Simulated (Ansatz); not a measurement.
Total energies of `COC(C)(F)Cl`.

```xyz
12

C    -1.432    0.454    0.682
O    -0.219   -0.115    1.150
C     0.855    0.008    0.321
C     0.694   -0.566   -1.064
F     1.189    1.333    0.200
Cl    2.205   -0.796    1.166
H    -1.287    1.487    0.358
H    -2.113    0.436    1.530
H    -1.863   -0.135   -0.133
H     1.635   -0.479   -1.604
H     0.410   -1.616   -0.997
H    -0.073   -0.011   -1.607
```

The species carries charge 0 and has multiplicity 1. The structure was optimised at the PBE0-D4/def2-TZVP level. It is one conformer, not always the lowest. Basis def2-TZVPP, Ansatz.

RPA on PBE orbitals: Hartree–Fock energy of these orbitals -750.95219 Eh, correlation -1.89474 Eh (frozen core).

| functional | energy without D4 (Eh) | D4 term (kJ/mol) |
| --- | --- | --- |
| LDA (SPW92) | -749.57601 | – |
| PBE | -752.80683 | -24.4 |
| revPBE | -753.14513 | -82.9 |
| BLYP | -753.23942 | -54.6 |
| r2SCAN | -753.15013 | -6.2 |
| PBE0 | -752.85922 | -20.4 |
| B3LYP | -753.34600 | -38.9 |
| HSE06 (plane-wave form) | -752.83718 | -18.9 |
| CAM-B3LYP | -753.23129 | -20.4 |
| LC-ωPBE | -753.03494 | – |
| ωB97X-V | -753.17154 | – |
| ωB97M-V | -753.20095 | – |
| B2PLYP | -752.98572 | – |
| PBE-QIDH | -752.73798 | – |

Give the same for B97M-V, r2SCANh, r2SCAN0, BHLYP. (Best estimate.)

Computed: 
| functional | energy without D4 (Eh) | D4 term (kJ/mol) |
| --- | --- | --- |
| B97M-V | -753.15329 | – |
| r2SCANh | -753.13355 | -6.5 |
| r2SCAN0 | -753.11016 | -7.1 |
| BHLYP | -753.17687 | -27.1 |

B3LYP takes the VWN-RPA correlation (the form of Gaussian; ORCA's B3LYP/G). HSE06 is the plane-wave form, built on full-range PBE exchange. The double hybrids freeze the cores in their second-order part.

LC-ωPBE has ω = 0.4 bohr⁻¹.
